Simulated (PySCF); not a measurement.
Species, as SMILES: FOF.
Geometry (B3LYP-D3(BJ)/def2-TZVP, fixed):
```xyz
3

F      0.0392     1.1006    -0.2795
O     -0.0196     0.0082     0.5973
F     -0.0218    -1.1078    -0.2514
```

Basis-set convergence of the mean static polarisability at PBE with PySCF. All functions are spherical. Density fitting with generated auxiliary sets. No added dispersion term, no relativity. Reference: the value in d-aug-cc-pVTZ, 15.30 bohr³, itself unsure by roughly 0.8 % (its mean distance from aug-pcseg-3, aug-cc-pVQZ, aug-pcseg-2). Deviations are taken from unrounded values. Cost is core time over that of 6-31G**, rough, on shared machines of one kind; a dash marks a row that isn't timed (too short, read off another run, short of memory, by another algorithm or on other hardware).

```csv
basis,functions,mean static polarisability (bohr³),minus reference (%),cost
pcseg-0,27,7.79,-49.1,-
6-31G**,42,9.71,-36.5,1×
def2-SVP,42,9.00,-41.2,0.9×
aug-cc-pVDZ,69,14.14,-7.6,2×
"6-311++G(2d,2p)",81,12.94,-15.4,2×
cc-pVTZ,90,10.68,-30.2,2×
def2-TZVPP,93,11.67,-23.7,2×
d-aug-cc-pVDZ,96,15.29,-0.1,2×
"6-311++G(3df,3pd)",117,14.10,-7.9,3×
def2-QZVPP,171,12.78,-16.4,8×
pcseg-3,180,14.04,-8.3,8×
d-aug-cc-pVTZ,186,15.30,0.0,6×
def2-QZVPPD,198,15.21,-0.6,10×
```

The smallest set listed that lies within 5 % of the reference with all its larger relatives (same family, alike in diffuse functions; a set with none counts only in the reference's own line) is d-aug-cc-pVDZ (96 functions, 2× in cost, -0.1 % off). Inside, with no larger relative to test it: def2-QZVPPD.
